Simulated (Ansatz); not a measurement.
The input, for Ansatz 0.2.0:

```yaml
crystal:
  periodic: [false, false, false]
  atoms:
    - {symbol: Si, position_ang: [0.000000, 0.032553, 0.617233]}
    - {symbol: C, position_ang: [0.000000, -0.127023, -1.268554]}
    - {symbol: H, position_ang: [0.000000, 0.606549, -2.082531]}
basis:
  gaussian: {orbitals: 6-31G}
magnetization: {spin_polarized: true, initial_magnetization: 1}
hamiltonian: {xc: {name: PBE0}}
output: {forces: true, orbitals: {seedname: orbitals}}
```

```sh
$ ansatz run in.yaml --threads 1 --pin off --events-out ev --progress --plain --max-ram 2393MiB
```

Log:

```
299 factors; integrals over basis functions are off by at most 2.7e-4 eV
mean field evaluation 1: about -8914.0217 eV, gradient 3.0e1 eV
mean field evaluation 2: about -8882.2068 eV, gradient 6.0e1 eV
mean field evaluation 4: about -8920.0927 eV, gradient 1.7e0 eV
mean field evaluation 8: about -8920.1563 eV, gradient 2.2e-1 eV
mean field evaluation 16: about -8920.1738 eV, gradient 1.1e-3 eV
mean field evaluation 32: about -8918.7400 eV, gradient 4.9e0 eV
mean field -8920.17375104 eV, -327.8103390399 hartree, gradient 7.2e-6 eV, S^2 0.910372; 3 other end points of the search recorded, 0 dependent functions left out
the calculation of the forces begins
reference -8920.17376864 eV, -327.8103396867 hartree; 11, 10 occupied and 13, 14 virtual orbitals, 299 factors
Total energy: -8920.17376864 eV, -327.8103396867 hartree
Atom 0 at     0.000000     0.032553     0.617233 Å, force    -0.000000    -0.550587    -3.068067 eV/Å
Atom 1 at     0.000000    -0.127023    -1.268554 Å, force     0.000000     0.945625     3.377713 eV/Å
Atom 2 at     0.000000     0.606549    -2.082531 Å, force     0.000000    -0.395038    -0.309646 eV/Å
Dipole moment:     0.000000     0.135064    -0.000292 e Å
```

Forces (eV/Å):
```
Si   0.000 -0.551 -3.068
C    0.000  0.946  3.378
H    0.000 -0.395 -0.310
```

Ran on 1 thread of Intel Xeon 6975P-C, shared host: 0.54 s wall, 0.1 GiB peak host memory.
